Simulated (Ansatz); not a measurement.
Mulliken charges of C₂H₄FNO, SMILES `FC1NCO1` from ωB97M-V/def2-TZVPP in Ansatz (PBE0-D4/def2-TZVP geometry).

```tsv
atom	x (Å)	y (Å)	z (Å)	charge (e)
F1	-0.543	2.046	-0.180	-0.190
C2	0.001	0.840	-0.485	0.257
N3	0.599	0.174	0.635	-0.231
C4	-0.325	-0.925	0.360	0.068
O5	-0.982	-0.144	-0.643	-0.305
H6	0.616	1.004	-1.379	0.082
H7	1.584	-0.030	0.548	0.110
H8	0.131	-1.828	-0.060	0.107
H9	-0.992	-1.183	1.187	0.103
```

Question: By hand: the dipole of these point charges (1 e Å = 4.8032 D).

Answer: Σ q r = (0.379, -0.470, 0.047) e Å, of length 0.606 e Å = 2.91 D.

Question: How does the dipole of the full density compare? (Estimate.)

Answer: The calculation gave: (0.505, -0.468, -0.051) e Å, 3.32 D; the point charges give 0.88 times that, at 12° from its direction.

Point charges leave out the atoms' own dipoles, such as those of lone pairs, and Mulliken's split depends on the basis, so the close match here is no proof of good charges.
